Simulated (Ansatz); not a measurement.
Results of LDA in Ansatz (PAW) for hcp Co.

Numerical settings: plane-wave cutoff 520 eV, 30×30×16 k mesh (along the axes of the cell as run), Fermi–Dirac smearing 0.038 eV (set by the program), spin-polarised with parallel moments, scalar-relativistic PAW data made under PBE.

Computed at the level's own relaxed cell.

Hill averages of the elastic tensor: K = 271.9 GPa, G = 134.5 GPa. Volume 10.010 Å³/atom, mean atomic mass 58.933 u.

Work out the density, the sound velocities of a polycrystal and the elastic Debye temperature, and Pugh's ratio at this level.

ρ = 1.66054 × 58.933/10.010 = 9.776 g/cm³. v_l = √[(K + 4G/3)/ρ] = 6.794 km/s and v_t = √(G/ρ) = 3.709 km/s. The mean follows from 3/v_m³ = 1/v_l³ + 2/v_t³: v_m = 4.136 km/s. Θ_D = (ħ/k_B) v_m (6π²/V)^(1/3) = 76.38 K Å s/km × 4.136 × 1.8086 Å⁻¹ = 571 K, counting all atoms of the cell. K/G = 2.02, to be set beside Pugh's rough bound of 1.75 between brittle and ductile metals.

Ansatz is a program for electronic structure.
